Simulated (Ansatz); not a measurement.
bcc Rb was calculated with LDA in Ansatz (plane waves, PAW).

A relaxed, unreconstructed slab of the (111) face has 12 atoms, two equal faces of 50.165 Å² each and an energy of -38048.2607 eV. A bulk cell of 3 atoms with the same orientation and in-plane k mesh has -9512.2686 eV. Energies are extrapolated to zero smearing.

Run with plane-wave cutoff 500 eV, 12×12×1 k mesh (along the axes of the cell as run), Fermi–Dirac smearing 0.1 eV, scalar-relativistic PAW data made under PBE.

Worked out: γ = (E_slab − N E_bulk per atom)/2A = [-38048.2607 − 12 × (-9512.2686/3)]/(2 × 50.165) = 0.0081 eV/Å². With 16.022 J/m² per eV/Å² this is 0.13 J/m², or 0.41 eV per surface cell and face.

Ansatz is an electronic-structure program.
